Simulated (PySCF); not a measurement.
PySCF input (BP86/def2-SVP):

```python
from pyscf import gto, dft

mol = gto.M(
    atom='''
    C     0.00000034   -0.00879282    0.11429267
    C     0.00063634    0.06997282    1.38676583
    C    -0.00016681    0.04932928   -1.23370407
    H    -0.00240573   -0.82834392    2.00699519
    H     0.92338430    0.07933898   -1.80581793
    H    -0.92379778    0.08594923   -1.80530386
    ''',
    basis='def2-svp',
    charge=-1,
    spin=0,
    verbose=4,
)

mf = dft.RKS(mol, xc='bp86')
mf.grids.level = 3
mf.conv_tol = 1e-9
mf.max_cycle = 100
mf.max_memory = 1500
mf.kernel()
if not mf.converged:
    mf = mf.newton()
    mf.kernel(mf.make_rdm1())
mf.dip_moment()
```

Question: Predict the final energy.

Answer: -115.93351 Eh.
